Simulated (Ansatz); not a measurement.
Results of revPBE (Ansatz, a first-principles code, plane waves, PAW) for rutile MnO2.

Settings: plane-wave cutoff 520 eV, 8×8×12 k mesh (along the axes of the cell as run), Fermi–Dirac smearing 0.01 eV, spin-polarised with opposed moments, scalar-relativistic PAW data made under PBE.

Cell (relaxed at this level):

```
MnO2
1.0
    4.45490     0.00000     0.00000
    0.00000     4.45490     0.00000
    0.00000     0.00000     2.89171
Mn O
2 4
Cartesian
  0.00000   0.00000   0.00000
  2.22745   2.22745   1.44585
  1.35833   1.35833   0.00000
  3.58578   0.86912   1.44585
  0.86912   3.58578   1.44585
  3.09657   3.09657   0.00000
```
Starting moments (μB, in the order of the record's atoms Mn Mn O O O O): 3.0 -3.0 0.0 0.0 0.0 0.0.

Task: Give the computed bulk modulus B0, magnetic moment (largest site, within a sphere) and pressure derivative B′ of the bulk modulus.

Result: 
bulk modulus B0: 209 GPa
magnetic moment (largest site, within a sphere): 2.29 μB
pressure derivative B′ of the bulk modulus: 4.9

The run finds no gap.

Note: the gap of the solid is closed in this run; the collinear magnetic order is the start's and need not be the measured one; this level leaves the solid without a gap, although one is measured; the bulk modulus comes from volumes at which shape and atoms were relaxed.

Moments are spin moments.

Static lattice: no zero-point or thermal effects.
